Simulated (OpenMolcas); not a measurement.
**NO+ (nitrosonium): levels of theory compared**

Aim: a comparison of 6 runs (HF/STO-3G, B3LYP/6-31G*, BLYP/aug-cc-pVTZ, MP2/aug-cc-pVTZ, CCSD(T)/aug-cc-pVTZ) of NO+ (nitrosonium). 

Program for the calculation: OpenMolcas 26.06.

### Step 1. Starting point

NO+ has 2 atoms, charge +1, and is taken as a singlet. SMILES: `N#[O+]`. The bond length is the measured one.

Bond lengths: N1–O2 1.063 Å.

### Step 2. Energy and forces at HF/STO-3G (run 1)

Contents of test.inp:

```
&GATEWAY
BASLIB = $CurrDir
BASISSET
N.STO-3G....
N1 0.000000 0.000000 0.000000 angstrom
End of Basis
BASISSET
O.STO-3G....
O2 0.000000 0.000000 1.063220 angstrom
End of Basis
&SEWARD
&SCF
CHARGE = 1
THRESHOLDS = 1e-10 1e-07 1e-07 1e-05
PRORBITALS = 1 2
&ALASKA
```

The basis set STO-3G is read from a file made from the Basis Set Exchange's data (not shown).

The run is started by

```console
export MOLCAS_MEM=1860
pymolcas test.inp > test.log
```

What it wrote:

```text
--- Start Module: gateway ---
[...]
--- Stop Module: gateway /rc=_RC_ALL_IS_WELL_ ---
[...]
      Basis functions           10
[...]
--- Start Module: scf ---
[...]
       Convergence after  13 Iterations
[...]
::    Total SCF energy                               -127.1861979733
[...]
      Total spin, S                                     0.0000000000
[...]
      Total electronic charge=   14.000000
      Total            charge=    1.000000
[...]
      Dipole Moment (debye):
      Origin of the operator (angstrom)=    0.0000    0.0000    0.5669
                   X=  8.6289E-17               Y=  6.0432E-17               Z= -3.8451E-01           Total=  3.8451E-01
      Center of Charge (angstrom)
[...]
--- Stop Module: scf /rc=_RC_ALL_IS_WELL_ ---
--- Start Module: alaska ---
[...]
 *              Molecular gradients               *
 **************************************************
  Irreducible representation: a
 ------------------------------------------------------------------------------------------
                              X                       Y                       Z
 ------------------------------------------------------------------------------------------
  N1               -1.18371290980293E-16    4.20622628332432E-16    2.95946620555629E-01
  O2                1.18371290980293E-16   -4.20622628332431E-16   -2.95946620555629E-01
 ------------------------------------------------------------------------------------------
--- Stop Module: alaska /rc=_RC_ALL_IS_WELL_ ---
[...]
```

It took 1.8 s on 1 thread of Arm Neoverse V1, shared host; peak memory 0.37 GiB.

### Step 3. Energy and forces at B3LYP/6-31G(d) (spherical functions) (run 2)

Contents of run.input:

```
&GATEWAY
BasLib=$CurrDir
BasisSet
N.6-31Gs....
N1 0.000000 0.000000 0.000000 angstrom
End of Basis
BasisSet
O.6-31Gs....
O2 0.000000 0.000000 1.063220 angstrom
End of Basis
&SEWARD
GridInput
Grid=UltraFine
End of Grid
&SCF
Charge=1
KSDFT=B3LYP
Thresholds=1e-10 1e-07 1e-07 1e-05
PrOrbitals=1 1
&ALASKA
```

The basis set 6-31G* is read from a file made from the Basis Set Exchange's data (not shown).

The run is started by

```console
export MOLCAS_MEM=1860
pymolcas run.input > run.log
```

What it wrote:

```text
--- Start Module: gateway ---
[...]
--- Stop Module: gateway /rc=_RC_ALL_IS_WELL_ ---
[...]
      Basis functions           28
[...]
--- Start Module: scf ---
[...]
       Convergence after  15 Iterations
[...]
::    Total KS-DFT energy                            -129.5273098515
[...]
      Total spin, S                                     0.0000000000
[...]
      Total electronic charge=   14.000000
      Total            charge=    1.000000
[...]
      Dipole Moment (debye):
      Origin of the operator (angstrom)=    0.0000    0.0000    0.5669
                   X= -3.5315E-16               Y= -5.0177E-16               Z= -4.2319E-01           Total=  4.2319E-01
      Center of Charge (angstrom)
[...]
--- Stop Module: scf /rc=_RC_ALL_IS_WELL_ ---
[...]
--- Start Module: alaska ---
[...]
 *              Molecular gradients               *
 **************************************************
  Irreducible representation: a
 ------------------------------------------------------------------------------------------
                              X                       Y                       Z
 ------------------------------------------------------------------------------------------
  N1               -1.03352429958064E-14    3.30081077916414E-15    3.25684370981669E-02
  O2                1.03330748032196E-14   -3.31468854050218E-15   -3.25684370981882E-02
 ------------------------------------------------------------------------------------------
--- Stop Module: alaska /rc=_RC_ALL_IS_WELL_ ---
[...]
```

It took 5.1 s on 1 thread of Arm Neoverse V1, shared host; peak memory 0.37 GiB.

Runs 3 to 4 aren't shown in full; the table further down has their settings and results.

### Step 4. The energy at MP2/aug-cc-pVTZ (run 5)

Contents of run.inp:

```
* NO MP2

&GATEWAY
 BasLib = $CurrDir
 Coord
 2
 angstrom
 N        0.000000       0.000000       0.000000
 O        0.000000       0.000000       1.063220
 Basis = aug-cc-pVTZ
 Group = NoSym

&SEWARD

&SCF
 Charge = 1
 Thresholds = 1e-10 1e-07 1e-07 1e-05
 PrOrbitals = 0

&MBPT2
 Frozen = 2
```

The basis set aug-cc-pVTZ is read from a file made from the Basis Set Exchange's data (not shown).

The run is started by

```console
export MOLCAS_MEM=1860
pymolcas run.inp > run.log
```

What it wrote:

```text
--- Start Module: gateway ---
[...]
--- Stop Module: gateway /rc=_RC_ALL_IS_WELL_ ---
[...]
      Basis functions           92
[...]
--- Start Module: scf ---
[...]
       Convergence after  14 Iterations
[...]
::    Total SCF energy                               -128.9662456841
[...]
      Total spin, S                                     0.0000000000
[...]
      Total electronic charge=   14.000000
      Total            charge=    1.000000
[...]
      Dipole Moment (debye):
      Origin of the operator (angstrom)=    0.0000    0.0000    0.5669
                   X=  6.2143E-16               Y=  7.0742E-16               Z= -6.4299E-01           Total=  6.4299E-01
      Center of Charge (angstrom)
[...]
--- Stop Module: scf /rc=_RC_ALL_IS_WELL_ ---
[...]
--- Start Module: mbpt2 ---
[...]
WARNING!
Default frozen orbitals as non valence orbitals is overwritten by user input.
Default values:   2
[...]
       Reference weight ( Cref**2 )         =        0.89586
::    Total MBPT2 energy                             -129.3763947301
[...]
      Total MBPT2 calculations                           0.12      0.13
--- Stop Module: mbpt2 /rc=_RC_ALL_IS_WELL_ ---
[...]
```

Wall time 4.5 s (1 thread of Arm Neoverse V1, shared host); peak memory 0.51 GiB.

### Step 5. The energy at CCSD(T)/aug-cc-pVTZ (run 6)

Contents of coord.xyz:

```xyz
2

N      0.000000     0.000000     0.000000
O      0.000000     0.000000     1.063220
```

Contents of mol.input:

```
&gateway
  baslib
  $CurrDir
  coord
  coord.xyz
  basis
  aug-cc-pVTZ
  group
  NoSym

&seward

&scf
  charge
  1
  thresholds
  1e-10 1e-07 1e-07 1e-05
  prorbitals
  1 1

&rasscf
  fileorb
  $Project.ScfOrb
  spin
  1
  nactel
  0 0 0
  inactive
  7
  ras2
  0
  outorbitals
  Canonical
  orblisting
  NoCore

&motra
  jobiph
  frozen
  2

&ccsdt
  cct
  triples
  2
  iterations
  80
  accuracy
  1e-08
  extrapolation
  5 4
```

The basis set aug-cc-pVTZ is read from a file made from the Basis Set Exchange's data (not shown).

The run is started by

```console
export MOLCAS_MEM=1860
pymolcas mol.input > mol.log
```

What it wrote:

```text
--- Start Module: gateway ---
[...]
--- Stop Module: gateway /rc=_RC_ALL_IS_WELL_ ---
[...]
      Basis functions           92
[...]
       Convergence after  14 Iterations
[...]
::    Total SCF energy                               -128.9662456841
[...]
      Total spin, S                                     0.0000000000
[...]
      Number of active orbitals                  0
[...]
      Spin quantum number                      0.0
[...]
      Active orbitals                            0
[...]
      Number of CSFs                             1
[...]
      Number of root(s) required                 1
[...]
      Convergence after  4 iterations
[...]
      Natural orbitals and occupation numbers for root  1
      ************************************************************************************************************************
      *                                                    Final results                                                     *
      ************************************************************************************************************************
[...]
::    RASSCF root number  1 Total energy:   -128.96624568
[...]
      Total electronic charge=   14.000000
      Total            charge=    1.000000
[...]
      Dipole Moment (debye):
      Origin of the operator (angstrom)=    0.0000    0.0000    0.5669
                   X=  6.2143E-16               Y=  7.0742E-16               Z= -6.4299E-01           Total=  6.4299E-01
      Center of Charge (angstrom)
[...]
--- Start Module: motra ---
[...]
--- Stop Module: motra /rc=_RC_ALL_IS_WELL_ ---
[...]
--- Start Module: ccsdt ---
[...]
      Convergence after                    16  Iterations
      Total energy (diff) :    -129.36905428      -0.00000001
[...]
 METHOD                       : CCSD+T(CCSD)+<T3(1)WT1> = CCSD(T)
[...]
       CCSD     =      -129.3690542818790
[...]
```

Wall time 24 s (1 thread of Arm Neoverse V1, shared host); peak memory 0.51 GiB.

### Step 6. The series

```tsv
run	level	integration grid	Cartesian functions	energy (Eh)	HOMO energy (eV)	LUMO energy (eV)	HOMO–LUMO gap (eV)	wall time
1	HF/STO-3G	–	no	-127.186198	-30.52	-7.99	22.53	1.8 s
2	B3LYP/6-31G* (spherical functions)	UltraFine	no	-129.527310	-25.06	-13.55	11.52	5.1 s
3	B3LYP/6-31G* (Cartesian functions)	UltraFine	yes	-129.529487	-25.08	-13.55	11.52	5.1 s
4	BLYP/aug-cc-pVTZ	UltraFine	no	-129.586668	-23.10	-14.50	8.61	18 s
5	MP2/aug-cc-pVTZ	–	no	-129.376395	-30.99	-7.60	23.39	4.5 s
6	CCSD(T)/aug-cc-pVTZ	–	no	-129.389141	-30.99	-7.60	23.39	24 s
```

### Step 7. Summary of results

```
                                          quantity          value
                               run 6: total energy  -129.38914 Eh
        run 6: HOMO energy (Hartree–Fock orbitals)      -30.99 eV
        run 6: LUMO energy (Hartree–Fock orbitals)       -7.60 eV
      run 6: HOMO–LUMO gap (Hartree–Fock orbitals)       23.39 eV
run 6: correlation energy (2 core orbitals frozen)     -422.9 mEh
                             run 6: (T) correction     -20.09 mEh
```

Over runs 1, 2, 3, 4 the HOMO–LUMO gap runs from 8.61 eV (BLYP/aug-cc-pVTZ) to 22.53 eV (HF/STO-3G). The two ends differ in method and basis. Totals of different functionals can't be ranked against each other. In run 1 the basis is minimal, so the values are rough. All runs together took 59 s, the longest 24 s.
